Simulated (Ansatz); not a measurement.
Geometry optimisation, Ansatz, RKS B3LYP/6-31G*.

The input (input.yaml):

```yaml
crystal:
  periodic: [false, false, false]
  atoms:
    - { symbol: Al, position_ang: [0.0, 0.0, 0.0] }
    - { symbol: H, position_ang: [0.0, 0.0, 1.56] }
    - { symbol: O, position_ang: [1.5415, 0.0, -0.89] }
    - { symbol: H, position_ang: [1.8414, -0.9519, -1.0449] }
    - { symbol: O, position_ang: [-1.5415, 0.0, -0.89] }
    - { symbol: H, position_ang: [-2.0512, -0.8467, -0.6815] }
basis:
  gaussian: { orbitals: "6-31G*" }
hamiltonian:
  xc: b3lyp
relax:
  f_tol: 0.02
  max_steps: 40
```

Launched with:

```bash
$ ansatz run input.yaml --threads 1 --pin off --max-ram 2048MiB --backend cpu --events-out ev --progress --plain --runs-dir out
```

Q: Where does it end, and by what steps?

A: The run converged. After 6 steps the energy has fallen by 0.554 eV; H4 moved furthest, 0.59 Å.

```csv
step,energy less start (eV),largest force component (eV/Å),accepted
0,0.0000,1.741,yes
1,-0.1076,1.960,yes
2,-0.3338,0.559,yes
3,-0.4758,0.432,yes
4,-0.5439,0.244,yes
5,-0.5536,0.034,yes
6,-0.5542,0.016,yes
```

```xyz
6
Properties=species:S:1:pos:R:3
Al 0.033 -0.192 0.080
H -0.141 0.196 1.598
O 1.617 -0.313 -0.547
H 1.761 -0.550 -1.472
O -1.287 -0.498 -0.967
H -2.192 -0.442 -0.637
```

Whether the end is a true minimum wasn't checked by a vibrational analysis.

Run time: 13 s on 1 thread of Arm Neoverse V1, on a shared host, peak memory 0.1 GiB.
